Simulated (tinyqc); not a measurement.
MP2 on RHF in the sto-6g basis, for H2O, spin multiplicity 1, step by step. One step of it, computed by the program tinyqc.

Task: Second-order Moller-Plesset energy. E2 = sum_ijab (ia|jb) [2 (ia|jb) - (ib|ja)] / (e_i + e_j - e_a - e_b) over occupied i, j and virtual a, b; the opposite-spin part is (ia|jb)^2 / denominator, the rest is same-spin, and SCS-MP2 scales them by 6/5 and 1/3.

orbital energies (hartree): MO1 -20.507403, MO2 -1.203452, MO3 -0.560207, MO4 -0.413891, MO5 -0.383209, MO6 0.437180, MO7 0.602854

Two-electron integrals over orbitals (pq|rs), unique and non-zero (hartree):
```
(11|11) 4.763293    (21|11) -0.440239   (21|21) 0.065571    (22|11) 1.035807
(22|21) -0.016577   (22|22) 0.724724    (31|11) 0.002663    (31|21) -0.000353
(31|22) 0.000253    (31|31) 0.010398    (32|11) -0.001723   (32|21) 0.000156
(32|22) 0.000599    (32|31) 0.016275    (32|32) 0.130624    (33|11) 0.753110
(33|21) -0.004297   (33|22) 0.610215    (33|31) -0.000075   (33|32) -0.000249
(33|33) 0.589481    (41|11) 0.160229    (41|21) -0.022216   (41|22) 0.011865
(41|31) 0.000201    (41|32) 0.000036    (41|33) 0.004779    (41|41) 0.025630
(42|11) -0.144429   (42|21) 0.008111    (42|22) -0.025052   (42|31) 0.000022
(42|32) 0.000419    (42|33) 0.003524    (42|41) 0.019908    (42|42) 0.131362
(43|11) 0.002933    (43|21) -0.000092   (43|22) 0.001373    (43|31) -0.002064
(43|32) 0.029344    (43|33) 0.000726    (43|41) -0.000150   (43|42) -0.001271
(43|43) 0.053580    (44|11) 0.959592    (44|21) -0.011268   (44|22) 0.672662
(44|31) -0.000012   (44|32) -0.001378   (44|33) 0.566615    (44|41) -0.009700
(44|42) -0.098055   (44|43) 0.001209    (44|44) 0.722812    (51|51) 0.026661
(52|51) 0.033202    (52|52) 0.151319    (53|51) -0.000189   (53|52) -0.000678
(53|53) 0.025934    (54|51) -0.011151   (54|52) -0.041247   (54|53) 0.000349
(54|54) 0.048073    (55|11) 1.117097    (55|21) -0.011609   (55|22) 0.757079
(55|31) 0.000067    (55|32) -0.000834   (55|33) 0.597319    (55|41) 0.003946
(55|42) -0.075733   (55|43) 0.001668    (55|44) 0.702408    (55|55) 0.880663
(61|11) 0.214359    (61|21) -0.033638   (61|22) 0.003867    (61|31) 0.000406
(61|32) 0.000291    (61|33) -0.000161   (61|41) -0.001987   (61|42) -0.020234
(61|43) 0.000116    (61|44) 0.015146    (61|55) 0.005273    (61|61) 0.027184
(62|11) -0.278047   (62|21) 0.007329    (62|22) -0.131252   (62|31) 0.000172
(62|32) 0.001523    (62|33) -0.061608   (62|41) -0.018259   (62|42) -0.032304
(62|43) -0.000549   (62|44) -0.072285   (62|55) -0.143811   (62|61) 0.007754
(62|62) 0.093354    (63|11) 0.007685    (63|21) -0.000151   (63|22) 0.004061
(63|31) -0.002180   (63|32) 0.044584    (63|33) 0.002330    (63|41) 0.000062
(63|42) -0.001335   (63|43) 0.040132    (63|44) 0.002272    (63|55) 0.004382
(63|61) 0.000015    (63|62) -0.001826   (63|63) 0.083432    (64|11) -0.256038
(64|21) 0.002620    (64|22) -0.124949   (64|31) -0.000171   (64|32) -0.001315
(64|33) -0.044920   (64|41) -0.002532   (64|42) 0.036140    (64|43) -0.001546
(64|44) -0.129919   (64|55) -0.142876   (64|61) 0.000006    (64|62) 0.064145
(64|63) -0.003674   (64|64) 0.089400    (65|51) -0.013641   (65|52) -0.053037
(65|53) 0.000675    (65|54) -0.005173   (65|65) 0.033891    (66|11) 0.759969
(66|21) -0.007392   (66|22) 0.580699    (66|31) -0.000187   (66|32) -0.003412
(66|33) 0.542435    (66|41) 0.017786    (66|42) 0.050914    (66|43) -0.002620
(66|44) 0.535724    (66|55) 0.565405    (66|61) -0.007614   (66|62) -0.085050
(66|63) -0.002133   (66|64) -0.047826   (66|66) 0.570673    (71|11) -0.005779
(71|21) 0.000948    (71|22) 0.000022    (71|31) 0.014778    (71|32) 0.022014
(71|33) -0.000182   (71|41) -0.000106   (71|42) 0.000317    (71|43) -0.003043
(71|44) -0.000318   (71|55) -0.000137   (71|61) -0.000241   (71|62) 0.000304
(71|63) -0.002757   (71|64) -0.000201   (71|66) -0.000326   (71|71) 0.021066
(72|11) 0.008033    (72|21) -0.000179   (72|22) 0.003872    (72|31) 0.014830
(72|32) 0.056423    (72|33) 0.000961    (72|41) 0.000302    (72|42) -0.000147
(72|43) -0.026778   (72|44) 0.002648    (72|55) 0.004044    (72|61) 0.000307
(72|62) -0.000806   (72|63) -0.028634   (72|64) -0.001938   (72|66) 0.002006
(72|71) 0.020173    (72|72) 0.069440    (73|11) 0.373804    (73|21) -0.006672
(73|22) 0.169728    (73|31) -0.000029   (73|32) -0.002373   (73|33) 0.089027
(73|41) -0.000279   (73|42) -0.070729   (73|43) 0.000200    (73|44) 0.152389
(73|55) 0.204204    (73|61) 0.005136    (73|62) -0.071136   (73|63) 0.001157
(73|64) -0.094804   (73|66) 0.041585    (73|71) -0.000199   (73|72) 0.002457
(73|73) 0.156390    (74|11) 0.002365    (74|21) -0.000021   (74|22) 0.000672
(74|31) -0.007663   (74|32) -0.068769   (74|33) 0.000551    (74|41) 0.000135
(74|42) 0.000267    (74|43) -0.010699   (74|44) 0.001575    (74|55) 0.001228
(74|61) -0.000294   (74|62) -0.001482   (74|63) -0.055860   (74|64) 0.000793
(74|66) 0.003174    (74|71) -0.010782   (74|72) -0.017849   (74|73) 0.002434
(74|74) 0.066802    (75|51) 0.000361    (75|52) 0.001424    (75|53) 0.024025
(75|54) -0.000130   (75|65) -0.000224   (75|75) 0.025849    (76|11) 0.001192
(76|21) -0.000032   (76|22) -0.000354   (76|31) -0.008036   (76|32) -0.090241
(76|33) 0.000398    (76|41) -0.000305   (76|42) -0.001240   (76|43) -0.062014
(76|44) 0.001797    (76|55) 0.000627    (76|61) 0.000029    (76|62) 0.000227
(76|63) -0.075261   (76|64) 0.001934    (76|66) 0.004302    (76|71) -0.011011
(76|72) 0.000435    (76|73) 0.003162    (76|74) 0.059091    (76|76) 0.118602
(77|11) 0.855934    (77|21) -0.009002   (77|22) 0.613778    (77|31) 0.000462
(77|32) 0.004053    (77|33) 0.582085    (77|41) 0.003225    (77|42) -0.021824
(77|43) 0.003119    (77|44) 0.587232    (77|55) 0.616116    (77|61) 0.004133
(77|62) -0.063857   (77|63) 0.005626    (77|64) -0.052357   (77|66) 0.545502
(77|71) 0.000449    (77|72) 0.001989    (77|73) 0.104134    (77|74) -0.002448
(77|76) -0.004247   (77|77) 0.602765
```

Hartree-Fock energy = -75.64250324 hartree

Give: Terms; Pair energies; MP2 correlation energy; SCS-MP2 correlation energy; MP2 total energy.

Result:

Terms (the 40 largest of 68):
```
i  j  a  b  (ia|jb)  (ib|ja)  denominator       term
3  3  7  7   0.1564   0.1564      -2.3261    -0.0105
4  3  6  7  -0.0948  -0.0559      -2.0141    -0.0063
3  4  7  6  -0.0948  -0.0559      -2.0141    -0.0063
4  4  6  6   0.0894   0.0894      -1.7021    -0.0047
3  3  6  6   0.0834   0.0834      -1.9948    -0.0035
2  3  6  7  -0.0711  -0.0286      -2.8037    -0.0029
3  2  7  6  -0.0711  -0.0286      -2.8037    -0.0029
2  2  6  6   0.0934   0.0934      -3.2813    -0.0027
4  4  7  7   0.0668   0.0668      -2.0335    -0.0022
2  4  6  6   0.0641   0.0641      -2.4917    -0.0017
4  2  6  6   0.0641   0.0641      -2.4917    -0.0017
2  2  7  7   0.0694   0.0694      -3.6126    -0.0013
5  5  6  6   0.0339   0.0339      -1.6408    -0.0007
4  3  7  6  -0.0559  -0.0948      -2.0141  -4.69e-04
3  4  6  7  -0.0559  -0.0948      -2.0141  -4.69e-04
5  5  7  7   0.0258   0.0258      -1.9721  -3.39e-04
2  3  7  6  -0.0286  -0.0711      -2.8037   1.42e-04
3  2  6  7  -0.0286  -0.0711      -2.8037   1.42e-04
2  4  7  7  -0.0178  -0.0178      -2.8231  -1.13e-04
4  2  7  7  -0.0178  -0.0178      -2.8231  -1.13e-04
1  2  7  7   0.0202   0.0202     -22.9166  -1.78e-05
2  1  7  7   0.0202   0.0202     -22.9166  -1.78e-05
1  1  6  6   0.0272   0.0272     -41.8892  -1.76e-05
1  1  7  7   0.0211   0.0211     -42.2205  -1.05e-05
4  3  6  6  -0.0037  -0.0037      -1.8485  -7.30e-06
3  4  6  6  -0.0037  -0.0037      -1.8485  -7.30e-06
1  4  7  7  -0.0108  -0.0108     -22.1270  -5.25e-06
4  1  7  7  -0.0108  -0.0108     -22.1270  -5.25e-06
3  1  7  6   0.0051  -0.0028     -22.1076  -3.03e-06
1  3  6  7   0.0051  -0.0028     -22.1076  -3.03e-06
4  3  7  7   0.0024   0.0024      -2.1798  -2.72e-06
3  4  7  7   0.0024   0.0024      -2.1798  -2.72e-06
2  1  6  6   0.0078   0.0078     -22.5852  -2.66e-06
1  2  6  6   0.0078   0.0078     -22.5852  -2.66e-06
3  2  7  7   0.0025   0.0025      -2.9694  -2.03e-06
2  3  7  7   0.0025   0.0025      -2.9694  -2.03e-06
4  2  6  7  -0.0019  -0.0015      -2.6574  -1.75e-06
2  4  7  6  -0.0019  -0.0015      -2.6574  -1.75e-06
3  1  6  7  -0.0028   0.0051     -22.1076  -1.33e-06
1  3  7  6  -0.0028   0.0051     -22.1076  -1.33e-06
```

Pair energies (hartree; pair i-j sums ij and ji):
```
pair  opposite spin  same spin
1-1       -2.82e-05          0
2-1       -4.09e-05          0
2-2         -0.0040          0
3-1       -3.08e-06  -5.64e-06
3-2         -0.0042    -0.0013
3-3         -0.0140          0
4-1       -1.05e-05  -7.94e-10
4-2         -0.0035  -1.56e-07
4-3         -0.0120    -0.0015
4-4         -0.0069          0
5-5         -0.0010          0
```

MP2 correlation energy = -0.048586 hartree

SCS-MP2 correlation energy = -0.055876 hartree

MP2 total energy = -75.691089 hartree
